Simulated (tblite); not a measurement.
# CBrClF3: the cost of one run

Computed with tblite 0.8.0 and PySCF 2.14.0; each step states its level. No surroundings beyond the atoms listed, unless a continuum is named. Atoms count from 0, parts from 1.

## Step 1: Starting point

6 atoms, charge -1, multiplicity 1; geometry: rigid parts in contact. Parts: 1 = atoms 0–4, `FC(F)(F)Cl`, charge 0; 2 = atom 5, `[Br-]`, charge -1.

## Step 2: Bringing the parts together with GFN2-xTB

What the job is given:

```
{"job": {"kind": "dock", "xc": "GFN2-xTB", "basis": "xTB"}, "charge": -1, "multiplicity": 1, "parts": [{"atoms": "0-4", "charge": 0, "multiplicity": 1}, {"atoms": "5-5", "charge": -1, "multiplicity": 1}]}
F     -0.445617    -0.819546    -0.976879
C     -0.074405    -0.001555    -0.006217
F     -0.544786     1.204066    -0.278805
F     -0.629256    -0.417110     1.120055
Cl     1.694064     0.034145     0.141847
Br     3.903041    -1.529353    -1.570992
```

Method: GFN2-xTB search for minima from random contacts, gas phase.

Launch:

```console
$ OMP_NUM_THREADS=1 python cluster_run.py task.json out
```

One launch serves the whole session: the jobs run in the order shown.

**Question.** How long does this first job take on 1 thread of Intel Xeon Platinum 8375C at 2.90GHz, shared host?

About 7.5 s.
